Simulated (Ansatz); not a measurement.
Ansatz (an electronic-structure program) input (MP2/6-31G*):

Ansatz 0.2 input:
```yaml
crystal:
  periodic: [false, false, false]
  atoms:
    - {symbol: N, position_ang: [-0.01174600, 0.81294500, 0.09531200]}
    - {symbol: N, position_ang: [-0.00018200, -0.67601700, -0.08700100]}
    - {symbol: H, position_ang: [-0.81512900, 1.06903100, -0.49699100]}
    - {symbol: H, position_ang: [-0.03991300, -1.09453700, 0.84806000]}
    - {symbol: H, position_ang: [0.93854200, -0.93299000, -0.40924300]}
basis:
  gaussian:
    orbitals: 6-31G*
total_charge: -1
magnetization: {spin_polarized: false}
correlation: {method: mp2, electrons: outside_noble_gas}
relax: {f_tol: 0.003, max_steps: 120}
```

Output:

```
Functional definition: HF
these checks for a lower state are left out or cut short: cluster_reference
integrals: 0.00 GiB planned
420 factors; integrals over basis functions are off by at most 5.1e-4 eV
mean field: 0.06 GiB planned
mean field evaluation 1: about -3004.8575 eV, gradient 2.3e1 eV
mean field evaluation 2: about -3004.8575 eV, gradient 2.3e1 eV
mean field evaluation 4: about -3006.1725 eV, gradient 2.7e0 eV
mean field evaluation 8: about -3006.2003 eV, gradient 5.6e-2 eV
mean field -3006.20033792 eV, -110.4758247428 hartree, gradient 2.8e-6 eV, S^2 0.000000; 0 other end points of the search recorded, 0 dependent functions left out
2 core orbitals not correlated
reference -3006.20033792 eV, -110.4758247428 hartree; 7, 7 occupied and 27, 27 virtual orbitals, 420 factors
densities: 0.05 GiB planned
second order -9.06863078 eV of doubles, -0.00000000 eV of singles
the calculation of the forces begins
relax step   1: F+E_penalty+E_count = -3015.26896870 eV  Δ(F+E_penalty+E_count) = +0.000e0 eV  max|allowed force component| = 4.485e-1 eV/Å  Δτ_max = 0.0000 Å  (42 SCF iters, accepted)
these checks for a lower state are left out or cut short: starts, cluster_reference, orbital_swaps, neighbouring_geometries, increment
integrals: 0.00 GiB planned
420 factors; integrals over basis functions are off by at most 5.2e-4 eV
mean field: 0.06 GiB planned
mean field evaluation 16: about -3006.1913 eV, gradient 9.4e-1 eV
mean field -3006.19403675 eV, -110.4755931792 hartree, gradient 7.5e-6 eV, S^2 0.000000; 0 other end points of the search recorded, 0 dependent functions left out
2 core orbitals not correlated
reference -3006.19403675 eV, -110.4755931792 hartree; 7, 7 occupied and 27, 27 virtual orbitals, 420 factors
densities: 0.05 GiB planned
second order -9.08108447 eV of doubles, -0.00000000 eV of singles
the calculation of the forces begins
relax step   2: F+E_penalty+E_count = -3015.27512122 eV  Δ(F+E_penalty+E_count) = -6.153e-3 eV  max|allowed force component| = 1.110e-1 eV/Å  Δτ_max = 0.0120 Å  (34 SCF iters, accepted)
these checks for a lower state are left out or cut short: starts, cluster_reference, orbital_swaps, neighbouring_geometries, increment
integrals: 0.00 GiB planned
420 factors; integrals over basis functions are off by at most 5.2e-4 eV
mean field: 0.06 GiB planned
mean field -3006.18850510 eV, -110.4753898945 hartree, gradient 7.7e-6 eV, S^2 0.000000; 0 other end points of the search recorded, 0 dependent functions left out
2 core orbitals not correlated
reference -3006.18850510 eV, -110.4753898945 hartree; 7, 7 occupied and 27, 27 virtual orbitals, 420 factors
densities: 0.05 GiB planned
second order -9.08738734 eV of doubles, -0.00000000 eV of singles
the calculation of the forces begins
relax step   3: F+E_penalty+E_count = -3015.27589244 eV  Δ(F+E_penalty+E_count) = -7.712e-4 eV  max|allowed force component| = 2.691e-2 eV/Å  Δτ_max = 0.0056 Å  (35 SCF iters, accepted)
these checks for a lower state are left out or cut short: starts, cluster_reference, orbital_swaps, neighbouring_geometries, increment
integrals: 0.00 GiB planned
420 factors; integrals over basis functions are off by at most 5.2e-4 eV
mean field: 0.06 GiB planned
mean field evaluation 32: about -3006.1877 eV, gradient 7.3e-2 eV
mean field -3006.18735088 eV, -110.4753474778 hartree, gradient 2.6e-6 eV, S^2 0.000000; 0 other end points of the search recorded, 0 dependent functions left out
2 core orbitals not correlated
reference -3006.18735088 eV, -110.4753474778 hartree; 7, 7 occupied and 27, 27 virtual orbitals, 420 factors
densities: 0.05 GiB planned
second order -9.08858407 eV of doubles, -0.00000000 eV of singles
the calculation of the forces begins
relax step   4: F+E_penalty+E_count = -3015.27593494 eV  Δ(F+E_penalty+E_count) = -4.250e-5 eV  max|allowed force component| = 7.281e-3 eV/Å  Δτ_max = 0.0012 Å  (31 SCF iters, accepted)
these checks for a lower state are left out or cut short: starts, cluster_reference, orbital_swaps, neighbouring_geometries, increment
integrals: 0.00 GiB planned
420 factors; integrals over basis functions are off by at most 5.2e-4 eV
mean field: 0.06 GiB planned
mean field -3006.18729066 eV, -110.4753452647 hartree, gradient 5.6e-6 eV, S^2 0.000000; 0 other end points of the search recorded, 0 dependent functions left out
2 core orbitals not correlated
reference -3006.18729066 eV, -110.4753452647 hartree; 7, 7 occupied and 27, 27 virtual orbitals, 420 factors
densities: 0.05 GiB planned
second order -9.08864563 eV of doubles, -0.00000000 eV of singles
the calculation of the forces begins
relax step   5: F+E_penalty+E_count = -3015.27593629 eV  Δ(F+E_penalty+E_count) = -1.342e-6 eV  max|allowed force component| = 2.074e-3 eV/Å  Δτ_max = 0.0003 Å  (26 SCF iters, accepted)
these checks for a lower state are left out or cut short: cluster_reference
integrals: 0.00 GiB planned
420 factors; integrals over basis functions are off by at most 5.2e-4 eV
mean field: 0.06 GiB planned
mean field -3006.18729066 eV, -110.4753452647 hartree, gradient 5.6e-6 eV, S^2 0.000000; 1 other end points of the search recorded, 0 dependent functions left out
2 core orbitals not correlated
reference -3006.18729066 eV, -110.4753452647 hartree; 7, 7 occupied and 27, 27 virtual orbitals, 420 factors
densities: 0.05 GiB planned
second order -9.08864563 eV of doubles, -0.00000000 eV of singles
the calculation of the forces begins
Total energy: -3015.27593629 eV, -110.8093468311 hartree
Atom 0 at    -0.005087     0.811927     0.100363 Å, force    -0.000508     0.002074    -0.000129 eV/Å
Atom 1 at    -0.011747    -0.675027    -0.095874 Å, force     0.001036    -0.001501     0.000614 eV/Å
Atom 2 at    -0.815779     1.063541    -0.498202 Å, force     0.000133     0.000040     0.000109 eV/Å
Atom 3 at    -0.035102    -1.091443     0.847964 Å, force    -0.000365    -0.000312    -0.000253 eV/Å
Atom 4 at     0.939287    -0.930567    -0.404114 Å, force    -0.000297    -0.000301    -0.000340 eV/Å
Dipole moment:     0.081132    -0.561110    -0.008957 e Å
Checks for a lower state left out: cluster_reference
```

The dipole moment of an ion depends on the origin.

The geometry given is a B3LYP-D3(BJ)/def2-TZVP minimum.
